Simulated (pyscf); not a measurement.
## Routes from H₂N–SiH•–Cl (SMILES N[SiH]Cl) + HF (SMILES F)

Candidate steps break at most two bonds and form at most two. Each was searched with GFN2-xTB (tblite) first. Optimised with ωB97X-D3(BJ)/def2-SVP in PySCF. Energies: ωB97M-D3(BJ)/def2-TZVP, eV, from the separated reactants, doublet surface; ΔG‡ with ideal gas, 1 atm, RRHO with modes under 100 cm⁻¹ raised to 100, one conformer, R ln 2 for chiral ones without a mode under 150 cm⁻¹.

```
products                            type   ΔE‡     ΔE  ΔG‡ 298 K  ΔG‡ 900 K  ν‡ (cm⁻¹)
------------------  --------------------  ----  -----  ---------  ---------  ---------
NH₃ + F–SiH•–Cl     four-centre exchange  0.46  -0.78       0.90       1.89       807i
H₂N–SiH(F)–Cl + H•         atom transfer  0.62  -0.96       0.97       1.86       743i
```

Row 1: On the reactant side the descent ends in a bound adduct, 0.37 eV under the separated species and 0.85 eV under the saddle at ωB97X-D3(BJ)/def2-TZVP. On the product side the descent ends in a bound adduct, 0.43 eV under the separated species and 1.65 eV under the saddle at ωB97X-D3(BJ)/def2-TZVP. 

Plain bond fissions and candidates not yet searched are not listed, and one of them may be faster. Each barrier is that of the saddle found; lower ones may exist.
